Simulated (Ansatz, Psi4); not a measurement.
# Heat of formation of CH2O2 (formic acid) from total energies

CH2O2 has 5 atoms, charge 0, and is taken as a singlet. SMILES: `O=CO`. The coordinates come from a PBE0-D4/def2-TZVP relaxation. This is one conformer, not always the lowest.

```xyz
5

O    -0.3871   -0.4257    1.2053
C    -0.2309   -0.3472    0.0240
O     0.4570    0.6133   -0.5980
H    -0.6318   -1.0550   -0.7151
H     0.7928    1.2147    0.0838
```

Total energies at M06-L/cc-pVTZ (Psi4 1.11); the atoms run unrestricted:

| species | state | energy (Eh) |
| --- | --- | --- |
| CH2O2 | singlet | -189.805429 |
| O | triplet | -75.079876 |
| C | triplet | -37.845639 |
| H | doublet | -0.503425 |

Harmonic wavenumbers at PBE0-D4/def2-TZVP, in cm⁻¹: 636, 693, 1063, 1150, 1317, 1404, 1854, 3064, 3765.

Measured heats of formation of the gaseous atoms at 298.15 K, in kJ/mol: O 249.2, C 716.9, H 218.0. Spin-orbit lowering of the atoms at 298 K (mean of the ground term's levels less their thermal mean, from spectra), in kJ/mol: O 0.40, C 0.02. Take 1 Eh = 2625.50 kJ/mol, 1 cm⁻¹ = 0.0119627 kJ/mol, RT = 2.479 kJ/mol.

Q: Work out the heat of formation of the gas at 298 K.

A: 
1. Electronic atomisation energy: 2 × (-75.079876) + (-37.845639) + 2 × (-0.503425) − (-189.805429) = 0.793188 Eh = 2082.5 kJ/mol.
2. Zero-point energy: half the sum of the wavenumbers, 7473 cm⁻¹ = 89.4 kJ/mol.
3. Thermal vibrational enthalpy, Σ hcν̃/(exp(hcν̃/kT) − 1): 0.9 kJ/mol. Translation, rotation and pV of a non-linear molecule: 4 RT = 9.9 kJ/mol.
4. The 5 free atoms carry 5/2 RT each: 31.0 kJ/mol.
5. Spin-orbit coupling lowers the free atoms by 2 × 0.40 + 0.02 = 0.8 kJ/mol.
6. Atomisation enthalpy at 298 K: 2082.5 − 0.8 − 89.4 − 0.9 − 9.9 + 31.0 = 2012.5 kJ/mol.
7. Sum of the atoms' heats of formation: 1651.3 kJ/mol. Heat of formation: 1651.3 − 2012.5 = -361.2 kJ/mol.

The tabulated value is -378.7 kJ/mol (CRC Handbook of Chemistry and Physics), so this level is off by +17.5 kJ/mol, or 0.9 % of the atomisation enthalpy that the table implies (2030.0 kJ/mol). Anharmonicity and any spin-orbit splitting of the molecule are left out.
